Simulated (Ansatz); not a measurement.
**SiNH₄ (doublet): the correlation ladder at distance N1–H4 along a hydrogen transfer = 1.104 Å, cc-pVDZ**

Aim: climb from Hartree-Fock through coupled cluster and multireference methods for SiNH₄ (doublet) at one geometry and basis, and see what each rung misses.

The runs use Ansatz 0.2.0, Gaussian basis; cc-pVDZ, core rule «outside noble gas», up to 6 orbitals frozen.

To be run: UHF; CCSD(T) on ROHF; CCSD(T) on UHF; BCCD(T) on ROHF; CISD; CCSDT(Q) on ROHF; CCSDT(Q) on UHF; CASSCF and MRCISD+Q, 3 electrons in 3 orbitals; CASSCF and NEVPT2, 3 electrons in 3 orbitals.

11 further runs of the same task are left out: 10 that didn't finish, 1 set aside as unsound or not needed.

**1. The system**

The geometry derives from fragments relaxed apart (PBE0/def2-TZVP) and kept rigid, so it is no stationary point. A hydrogen atom is moved between rigid fragments.

6 atoms, charge 0, spin multiplicity 2.

Atoms are counted from 1 here; the program's logs count them from 0.

Bond lengths: N1–H2 1.012 Å, N1–H3 1.012 Å, N1–H4 1.104 Å, H4–Si5 1.668 Å, Si5–H6 1.532 Å. Angles: H2–N1–H3 107.1°, H2–N1–H4 107.1°, H3–N1–H4 107.1°, N1–H4–Si5 180.0°, H4–Si5–H6 105.0°.

As a file:

```xyz
6
H4NSi
N    -1.7683    0.0200   -0.0192
H    -2.0656    0.9878   -0.0192
H    -2.0656   -0.3823    0.8610
H    -0.6643    0.0200   -0.0192
Si    1.0037    0.0200   -0.0192
H     1.4002   -1.4595   -0.0192
```

**2. UHF**

The input, in.yaml:

```yaml
crystal:
  periodic: [false, false, false]
  atoms:
    - {symbol: N, position_ang: [-1.768280, 0.019973, -0.019236]}
    - {symbol: H, position_ang: [-2.065560, 0.987807, -0.019236]}
    - {symbol: H, position_ang: [-2.065559, -0.382326, 0.861023]}
    - {symbol: H, position_ang: [-0.664280, 0.019973, -0.019236]}
    - {symbol: Si, position_ang: [1.003720, 0.019973, -0.019236]}
    - {symbol: H, position_ang: [1.400154, -1.459540, -0.019236]}
basis:
  gaussian: {orbitals: cc-pVDZ}
magnetization: {spin_polarized: true, initial_magnetization: 1}
hamiltonian: {xc: hf}
output: {orbitals: {seedname: orbitals}}
```

The run is started by

```sh
ansatz run in.yaml --threads 1 --pin off --events-out ev --progress --plain --max-ram 2393MiB
```

Further steps of the session: CCSD(T) on ROHF; CCSD(T) on UHF; BCCD(T) on ROHF; CISD; CCSDT(Q) on ROHF; CCSDT(Q) on UHF; CASSCF and MRCISD+Q, 3 electrons in 3 orbitals; CASSCF and NEVPT2, 3 electrons in 3 orbitals.

Before running them: what should the planned runs give, taken together? Wanted: UCCSDT(Q) below the RHF energy; RMP2 from UCCSDT(Q); UMP2 from UCCSDT(Q); RCCSD from UCCSDT(Q); RCCSD(T) from UCCSDT(Q); UCCSD(T) from UCCSDT(Q); RCCSDT(Q) from UCCSDT(Q); MRCISD+Q pair from UCCSDT(Q); T1 diagnostic.

The runs gave:

| quantity | value |
| --- | --- |
| UCCSDT(Q) below the RHF energy | -8.6478 eV |
| RMP2 from UCCSDT(Q) | +1278.3 meV |
| UMP2 from UCCSDT(Q) | +1297.7 meV |
| RCCSD from UCCSDT(Q) | +265.2 meV |
| RCCSD(T) from UCCSDT(Q) | +44.5 meV |
| UCCSD(T) from UCCSDT(Q) | +44.6 meV |
| RCCSDT(Q) from UCCSDT(Q) | +0.5 meV |
| MRCISD+Q pair from UCCSDT(Q) | +120.4 meV |
| levels within 1 kcal/mol (43 meV) | RCCSDT, UCCSDT, RCCSDT(Q) |
| T1 diagnostic | 0.018 |

RCCSD(T) lands +44.5 meV from the yardstick (0.5 % of the correlation energy). These misses are within one basis, not against nature; the frozen cores of restricted and unrestricted runs differ, which can shift their rows.
